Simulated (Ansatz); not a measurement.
Rock-salt ZrC, treated with PBEsol (Ansatz, a quantum-chemistry and plane-wave program, PAW).

Run with plane-wave cutoff 520 eV, 24×24×24 k mesh, Fermi–Dirac smearing 0.058 eV (set by the program), scalar-relativistic PAW data made under PBE.

The cell has the measured lattice: a = b = c = 4.6920 Å, α = β = γ = 90.00°.

Question: What does this level give for the Voigt–Reuss–Hill bulk modulus, Poisson ratio, elastic constant C44, elastic constant C11 and elastic constant C12?

Answer: 
- Voigt–Reuss–Hill bulk modulus: 222 GPa
- Poisson ratio: 0.203
- elastic constant C44: 154 GPa
- elastic constant C11: 466 GPa
- elastic constant C12: 101 GPa

Measured, for comparison: elastic constant C44 160 GPa, elastic constant C11 470 GPa, elastic constant C12 100 GPa (temperature not stated, not corrected to a static lattice; as tabulated in Wu et al. (2005), arXiv:cond-mat/0412374). Computed (rounded) less measured: elastic constant C44 -4 %, elastic constant C11 -0.9 %, elastic constant C12 +1 %.

Note: the cell isn't this level's own, so it is under some stress, which shifts stiffness and frequencies.

Elastic constants are with the ions relaxed.

The result took about 6 core-minutes (a rough figure).
